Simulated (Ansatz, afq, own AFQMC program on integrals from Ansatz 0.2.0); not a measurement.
# Where AFQMC and coupled cluster stand for BH$_{4}$⁺, singlet

```yaml
atoms:
  - { symbol: B, position_ang: [0.0001, 0.0052, -0.0053] }
  - { symbol: H, position_ang: [-0.0155, 0.8667, 0.8445] }
  - { symbol: H, position_ang: [-0.0231, -0.9219, 0.9340] }
  - { symbol: H, position_ang: [0.0215, 0.8552, -0.8665] }
  - { symbol: H, position_ang: [0.0157, -0.8562, -0.8551] }
```

Basis cc-pVDZ. Noble-gas cores (and the filled d shells of Ga–Kr and In–Xe) are frozen. AFQMC by an in-house program on the Cholesky factors that Ansatz 0.2.0 writes for its CCSD(T) run. The CISD trial takes its coefficients from CCSD amplitudes. Released means that phaseless walkers are propagated on without the constraint, phases kept. Uncertainties: one standard error, sampling alone.

Determinant: RHF, the one that the program's search chose, which needn't be the lowest solution. The geometry is a point of a scan.

Full CI on the same integrals is exact in this basis and with this determinant's frozen core.

The T1 diagnostic is 0.0081 and the weight of the determinant in the CISD state is 0.922. The size of the correlated space is 6 electrons in 33 orbitals.

| level | correlation energy (eV) |
| --- | --- |
| MP2 | -2.9289 |
| CCSD | -3.6509 |
| CCSD(T) | -3.7281 |

Q: Estimate where AFQMC with the constraint released lies against CCSD(T) on the same integrals.

A: 2.1 ± 0.4 kJ/mol below CCSD(T).

Reference: full CI, correlation energy -3.749 eV. The released energy is read at 2.40 1/Eh (meV from the phaseless value at times in 1/Eh: -7 ± 6 at 0.24, -12 ± 4 at 0.51, -8 ± 4 at 0.99, -10 ± 4 at 1.62, -10 ± 4 at 2.40).

| level | E − E(reference) (kJ/mol) | share of correlation (%) |
| --- | --- | --- |
| CCSD(T) | 2.1 | 99.43 |
| CCSDT | 0.5 | 99.85 |
| CCSDT(Q) | 0.1 | 99.97 |
| ph-AFQMC/CISD | 0.9 ± 0.3 | 99.75 |
| released AFQMC | -0.1 ± 0.4 | 100.02 |

CCSDT and higher add their correlation energy to the determinant of the CCSD(T) run, since their own runs factorise the integrals more tightly (a shift of under 2 meV). A walk keeps the symmetry of its determinant, which the program's search chose and which needn't be the lowest solution, so a lower state of the same spin and another symmetry isn't excluded. Released energies are given only where the last usable release times agree within the noise; a slower fall can still hide under it.
